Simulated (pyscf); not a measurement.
Single points on ωB97X-D3(BJ)/def2-SVP structures (PySCF, gas phase).

Question: What are the homolytic bond dissociation enthalpies (298 K) of HO–Zr(OH)(F)–F at ωB97M-D3(BJ)/def2-TZVP, weakest first?

Answer: H–O to [O–Zr(OH)(F)–F]• + H•: 123.4 kcal/mol; O–Zr to OH• + [HO–Zr(F)–F]•: 126.1 kcal/mol; F–Zr to [HO–Zr(OH)–F]• + F•: 153.4 kcal/mol. Ring and multiple bonds, and those that leave no two simple radicals, are not listed. The radicals are drawn with the spin at the cut bond; how far it spreads was not checked. Other isomers of [HO–Zr(F)–F]•, [O–Zr(OH)(F)–F]•, [HO–Zr(OH)–F]• were not searched in full and may lie lower. Left out: the spin-orbit lowering of F, OH. Open-shell species with a d-block atom are single-reference here; other states, and whether the spin sits on metal or ligand, were not checked. Elements past Kr carry the def2 core potentials, without spin-orbit coupling.
